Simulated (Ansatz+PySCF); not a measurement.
Results of a calculation; reference values are marked as such.
This Ansatz input gave a total energy of -230.53385 hartree.

```yaml
crystal:
  periodic: [false, false, false]
  atoms:
    - { symbol: C, position_ang: [1.39857, 0.00931, 0.00016] }
    - { symbol: C, position_ang: [0.70299, 1.21309, 0.00664] }
    - { symbol: C, position_ang: [-0.69866, 1.21778, 0.00198] }
    - { symbol: C, position_ang: [-1.39085, -0.00865, -0.00292] }
    - { symbol: C, position_ang: [-0.69545, -1.19838, -0.00154] }
    - { symbol: C, position_ang: [0.70542, -1.21358, -0.00249] }
    - { symbol: H, position_ang: [2.49743, 0.00306, -0.00076] }
    - { symbol: H, position_ang: [1.24125, 2.14679, 0.00559] }
    - { symbol: H, position_ang: [-1.24777, 2.16305, -0.00382] }
    - { symbol: H, position_ang: [-2.49713, 0.00062, 0.0039] }
    - { symbol: H, position_ang: [-1.24326, -2.15834, 0.00926] }
    - { symbol: H, position_ang: [1.23897, -2.15403, -0.00864] }
basis:
  gaussian: { orbitals: def2-SVP }
hamiltonian:
  xc: hf
scf:
  omitted_lower_state_checks: [starts, atomic_configurations, cluster_reference, orbital_swaps, given_window_search, neighbouring_geometries, increment]
```

**Question.** Write an input for PySCF with the same method and basis set.

**Answer.**

```python
from pyscf import gto, scf

mol = gto.M(atom="""
C 1.398570 0.009310 0.000160
C 0.702990 1.213090 0.006640
C -0.698660 1.217780 0.001980
C -1.390850 -0.008650 -0.002920
C -0.695450 -1.198380 -0.001540
C 0.705420 -1.213580 -0.002490
H 2.497430 0.003060 -0.000760
H 1.241250 2.146790 0.005590
H -1.247770 2.163050 -0.003820
H -2.497130 0.000620 0.003900
H -1.243260 -2.158340 0.009260
H 1.238970 -2.154030 -0.008640
""", basis='def2-svp', charge=0, spin=0)
mf = scf.RHF(mol)
mf.init_guess = 'minao'
mf.kernel()
while True:  # follow internal instabilities
    mo, _, stable, _ = mf.stability(return_status=True)
    if stable: break
    mf.kernel(mf.make_rdm1(mo, mf.mo_occ))
print(mf.converged, mf.e_tot, mf.spin_square()[0])
```

PySCF 2.14.0 gave -230.53386 hartree, 0.24 meV from the first.
